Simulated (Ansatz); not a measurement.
[H···H···Br], doublet: transfer scan

Starting geometry:

```xyz
3

H     0.0000    0.0000   -1.1120
H     0.0000    0.0000   -0.3670
Br    0.0000    0.0000    1.4790
```

From there H2 is moved from one fragment to the other while all else, the fragments' distance too, stays fixed; atoms are numbered as listed. Energies are in eV, counted from the starting geometry at the same level.

Basis 6-31G (Cartesian d functions); Ansatz 0.2.0. Correlated methods freeze the noble-gas cores and the filled d shells of p-block atoms. Prefix R: restricted or restricted open-shell reference; prefix U: unrestricted. Active spaces: valence = (9e, 6o) chosen from the atoms' valence shells. No spin–orbit coupling is included, and no scalar relativity.

Runs in a small pair space aren't shown, since their orbitals change along the scan.

Full CI is exact within this basis and frozen core; it isn't the basis-set limit. The frozen core follows each run's orbitals, which can shift R against U totals by a few meV for light atoms and by up to 0.1 eV past Ca.

| distance H1-H2 (Å) | full CI | unpaired electrons (full CI) | error UHF | error RCCSD | error UCCSD(T) | error BCCD(T) | error UCCSDT(Q) | error CASSCF (valence space) |
| --- | --- | --- | --- | --- | --- | --- | --- | --- |
| 0.693 | 0.015 | 1.01 | -0.038 | -0.001 | 0.000 | 0.000 | 0.000 | -0.005 |
| 0.745 | 0.000 | 1.01 | 0.000 | 0.000 | 0.000 | 0.000 | 0.000 | 0.000 |
| 0.790 | 0.058 | 1.01 | 0.031 | 0.001 | 0.000 | 0.000 | 0.000 | 0.005 |
| 0.835 | 0.157 | 1.01 | 0.059 | 0.003 | 0.001 | 0.001 | 0.000 | 0.009 |
| 0.880 | 0.276 | 1.01 | 0.081 | 0.005 | 0.001 | 0.001 | 0.000 | 0.013 |
| 0.926 | 0.404 | 1.02 | 0.094 | 0.007 | 0.002 | 0.002 | 0.000 | 0.015 |
| 0.971 | 0.521 | 1.02 | 0.096 | 0.008 | 0.002 | 0.002 | 0.000 | 0.015 |
| 1.016 | 0.624 | 1.02 | 0.087 | 0.009 | 0.002 | 0.002 | 0.000 | 0.011 |
| 1.061 | 0.714 | 1.02 | 0.068 | 0.009 | 0.002 | 0.002 | 0.000 | 0.003 |

Unpaired electrons are Σ n²(2−n)² over natural occupations. Errors are those of relative energies. In total energy the starting point itself misses full CI by: UHF 1.601, RCCSD 0.017, UCCSD(T) 0.002, BCCD(T) 0.003, UCCSDT(Q) 0.000, CASSCF (valence space) 1.118 eV.

Spread of the error over the points with a reference, to 1.061 Å (largest less smallest): UCCSDT(Q) 0.000, BCCD(T) 0.002, UCCSD(T) 0.003, RCCSD 0.010, CASSCF (valence space) 0.020, UHF 0.134 eV.
